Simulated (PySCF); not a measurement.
## Curvature of the energy in the electron number along group 14

Calculated with PySCF 2.14, in def2-TZVPPD, non-relativistic, def2-TZVPPD with the def2 core potential (28 electrons), ECP, def2-TZVPPD with the def2 core potential (60 electrons), ECP: one orbital is emptied in steps, and each cell gives the departure of E from the straight line at half an electron, in eV (from a cubic fit). The exact functional gives zero.

| species | orbital | LDA | PBE | r2SCAN | PBE0 | BHandHLYP | LC-wPBE | wB97X | UHF |
| --- | --- | --- | --- | --- | --- | --- | --- | --- | --- |
| C | 2p alpha | -1.44 | -1.40 | -1.28 | -0.98 | -0.58 | -0.25 | -0.32 | 0.26 |
| Si | 3p alpha | -0.94 | -0.91 | -0.84 | -0.65 | -0.41 | -0.02 | -0.08 | 0.13 |
| Ge | 4p alpha | -0.93 | -0.90 | -0.83 | -0.64 | -0.42 | -0.02 | -0.09 | 0.11 |
| Sn | 5p alpha | -0.83 | -0.80 | -0.74 | -0.57 | -0.38 | 0.01 | -0.07 | 0.10 |
| Pb | 6p alpha | -0.81 | -0.78 | -0.71 | -0.56 | -0.37 | 0.02 | -0.06 | 0.09 |

Problem. How does the mean departure depend on the functional?

Solution. LDA -0.99 eV; PBE -0.96 eV; r2SCAN -0.88 eV; PBE0 -0.68 eV; BHandHLYP -0.43 eV; LC-wPBE -0.05 eV; wB97X -0.12 eV; UHF 0.14 eV. Semilocal functionals are convex (delocalisation error), Hartree-Fock is concave or straight, and exact exchange removes curvature roughly in proportion to its share, so among the functionals the range-separated hybrids usually come closest to zero.

No spin-orbit coupling is included.
